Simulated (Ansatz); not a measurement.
This was printed by a script on Ansatz 0.2.0, Python API, for a geometry optimisation of C3H6O, SMILES C1COC1. What did the script look like? Level of theory: Hartree-Fock, cc-pVDZ basis, multiplicity 1.

```
atom    x (Å)    y (Å)    z (Å)
   C  -0.5514   0.4616  -0.0712
   C  -0.4363  -1.0043   0.0641
   O   0.9759  -0.8875   0.0530
   C   0.9960   0.5628  -0.0101
   H  -1.0186   0.8223  -1.0562
   H  -1.1196   1.0134   0.7419
   H  -0.7748  -1.4220   1.0077
   H  -0.7505  -1.5801  -0.7865
   H   1.3362   1.0403   0.9333
   H   1.4262   0.9424  -0.8731
```

```console
$ python c3h6o.py
step   1  E = -5222.076421 eV  largest force component 4.0188 eV/A
step   2  E = -5222.438868 eV  largest force component 0.9949 eV/A
step   3  E = -5222.472841 eV  largest force component 0.3965 eV/A
step   4  E = -5222.475920 eV  largest force component 0.0639 eV/A
step   5  E = -5222.476469 eV  largest force component 0.0255 eV/A
step   6  E = -5222.476601 eV  largest force component 0.0017 eV/A
E = -5222.476601 eV = -191.9224752 Ha
converged: True  doubts: none
pair        before    after (A)
C0-C1        1.4766   1.5369
C0-C3        1.5519   1.5369
C0-H4        1.1483   1.0891
C0-H5        1.1351   1.0890
C1-O2        1.4171   1.4183
C1-H6        1.0860   1.0920
C1-H7        1.0741   1.0919
O2-C3        1.4518   1.4183
C3-H8        1.1107   1.0920
C3-H9        1.0363   1.0919
final angle C1-C0-C3: 83.95 deg
final angle C1-C0-H4: 115.40 deg
final angle C1-C0-H5: 115.63 deg
final angle C0-C1-O2: 91.57 deg
final angle C0-C1-H6: 115.69 deg
final angle C0-C1-H7: 115.85 deg
final angle C3-C0-H4: 115.40 deg
final angle C3-C0-H5: 115.63 deg
final angle C0-C3-O2: 91.57 deg
final angle C0-C3-H8: 115.69 deg
final angle C0-C3-H9: 115.85 deg
final angle H4-C0-H5: 109.19 deg
final angle O2-C1-H6: 111.95 deg
final angle O2-C1-H7: 112.00 deg
final angle C1-O2-C3: 92.90 deg
final angle H6-C1-H7: 108.87 deg
final angle O2-C3-H8: 111.95 deg
final angle O2-C3-H9: 112.00 deg
final angle H8-C3-H9: 108.87 deg
  atom  mulliken  lowdin
0    C    -0.181  -0.022
1    C     0.243  -0.018
2    O    -0.488   0.091
3    C     0.243  -0.018
4    H     0.041   0.006
5    H     0.040   0.006
6    H     0.025  -0.012
7    H     0.026  -0.012
8    H     0.025  -0.012
9    H     0.026  -0.012
dipole (e A): [-0.3225  0.2789 -0.0354]
```

One script that gives this output:

`c3h6o.py`
```python
'''Geometry optimisation of C3H6O.'''

import itertools

import ansatz as az
from ase.data import atomic_numbers, covalent_radii
import numpy as np
import pandas as pd

GEOMETRY = '''
C    -0.55140    0.46160   -0.07120
C    -0.43630   -1.00430    0.06410
O     0.97590   -0.88750    0.05300
C     0.99600    0.56280   -0.01010
H    -1.01860    0.82230   -1.05620
H    -1.11960    1.01340    0.74190
H    -0.77480   -1.42200    1.00770
H    -0.75050   -1.58010   -0.78650
H     1.33620    1.04030    0.93330
H     1.42620    0.94240   -0.87310
'''


def main() -> None:
    molecule = az.Crystal.molecule()
    for line in GEOMETRY.strip().splitlines():
        symbol, *xyz = line.split()
        molecule = molecule.atom(symbol, [float(v) for v in xyz])

    calculation = (
        molecule.calculation()
        .basis(gaussian='cc-pVDZ')
        .functional('HF')
        .accuracy('medium')
    )
    symbols = [site.symbol for site in molecule.cartesian_sites]
    start = np.array([site.position_ang for site in molecule.cartesian_sites], dtype=float)
    def progress(event):
        if event['event'] == 'relax_step':
            row = event['data']
            print(f'step {row["step"]:3d}  E = {row["lagrangian_ev"]:.6f} eV  largest force component {row["allowed_force_max_ev_ang"]:.4f} eV/A')


    data = calculation.relax(force_tolerance=0.02).session().plan().execute(on_event=progress).report
    end = np.array(data['positions_ang'])

    print(f'E = {data["free_energy_ev"]:.6f} eV = {data["free_energy_ev"] / 27.211386246:.7f} Ha')
    print('converged:', data['converged'], ' doubts:', data['published_state_doubts'] or 'none')

    # pairs closer than 1.2 times the sum of covalent radii, before or after
    radius = [covalent_radii[atomic_numbers[s]] for s in symbols]
    span = lambda where, i, j: np.linalg.norm(where[i] - where[j])
    bonded = [(i, j) for i, j in itertools.combinations(range(len(symbols)), 2) if min(span(start, i, j), span(end, i, j)) < 1.2 * (radius[i] + radius[j])]
    print('pair        before    after (A)')
    for i, j in bonded:
        print(f'{symbols[i]}{i}-{symbols[j]}{j}'.ljust(10), f'{span(start, i, j):8.4f} {span(end, i, j):8.4f}')
    for first, second in list(itertools.combinations(bonded, 2)):
        shared = set(first) & set(second)
        if shared and symbols[(j := shared.pop())] != 'H':
            i, k = sorted((set(first) | set(second)) - {j})
            u, v = end[i] - end[j], end[k] - end[j]
            angle = np.degrees(np.arccos(np.clip(u @ v / np.linalg.norm(u) / np.linalg.norm(v), -1, 1)))
            print(f'final angle {symbols[i]}{i}-{symbols[j]}{j}-{symbols[k]}{k}: {angle:.2f} deg')

    charges = data['charge_distribution']
    table = pd.DataFrame({'atom': symbols, 'mulliken': charges['mulliken_charges_e'], 'lowdin': charges['lowdin_charges_e']})
    print(table.round(3).to_string())
    print('dipole (e A):', np.round(charges['dipole_moment_e_ang'], 4) + 0.0)
    with open('c3h6o_opt.xyz', 'w') as handle:
        handle.write(f'{len(symbols)}\nrelaxed C3H6O\n')
        handle.writelines(f'{s:2s} {x:11.6f} {y:11.6f} {z:11.6f}\n' for s, (x, y, z) in zip(symbols, end))


if __name__ == '__main__':
    main()
```

What to keep in mind:
- These settings explore the input space; basis and method may be short of convergence.
- The end point is the stationary point reached from this start; no frequency run checks that it is a minimum, and the basis set is modest.
- The Löwdin charges here are taken after orthogonalising the functions within each atom; they differ from plain Löwdin charges, and their signs can be unphysical.
- It ran for 8.6 s on 1 thread of Arm Neoverse V2, with other jobs on the host, peak memory 0.27 GiB.
